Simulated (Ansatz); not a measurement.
The first iterations of a band of C3H4N (8 atoms, charge -1, multiplicity 1).

The calculation used RKS PBE-D4/6-31G in Ansatz 0.2.0.

```json
{
  "movable images": "9",
  "climbing image": "yes",
  "spring": "5.0 eV/Å²",
  "optimiser": "quadratic models (default)",
  "start path": "IDPP",
  "force threshold": "0.05 eV/Å",
  "iteration limit": "60",
  "end points": "relaxed"
}
```

First end point:

```xyz
8
Properties=species:S:1:pos:R:3
C -0.523 1.160 -0.088
C 0.577 0.307 -0.035
C 0.671 -0.962 0.622
N 0.112 -2.131 0.414
H -1.504 0.827 0.272
H -0.422 2.234 -0.302
H 1.547 0.717 -0.376
H -0.458 -2.152 -0.509
```

Last end point:

```xyz
8
Properties=species:S:1:pos:R:3
C -0.522 1.162 -0.088
C 0.575 0.306 -0.035
C 0.669 -0.962 0.623
N 0.113 -2.132 0.415
H -0.418 2.235 -0.305
H -1.504 0.833 0.274
H 1.546 0.714 -0.378
H -0.458 -2.155 -0.507
```

| iteration | highest image above the first end (eV) | largest band force component (eV/Å) |
| --- | --- | --- |
| 1 | 2.315 | 3.034 |
| 2 | 1.512 | 2.070 |
| 3 | 1.344 | 1.879 |
| 4 | 1.019 | 1.673 |
| 5 | 0.999 | 1.917 |
| 6 | 0.848 | 1.259 |
| 7 | 0.744 | 0.636 |

Problem. Does the band converge within its limit, and where does its top end?

Solution. The run converged. It ended after 23 iterations with the highest image 0.725 eV above the first end. The profile has 2 maxima (images 5, 8) with wells between them (image 7): this band takes more than one step, which may be the mechanism or a detour left from its start path. A vibrational analysis at the climbing image gives one clearly imaginary mode, 446i cm⁻¹: a first-order saddle point. Limits of this set-up: no polarisation functions, an anion without diffuse functions, the dipole of an ion depends on the origin.

The run took 4.2 min on 1 thread of Arm Neoverse V2 (shared host), peak memory 0.092 GiB.
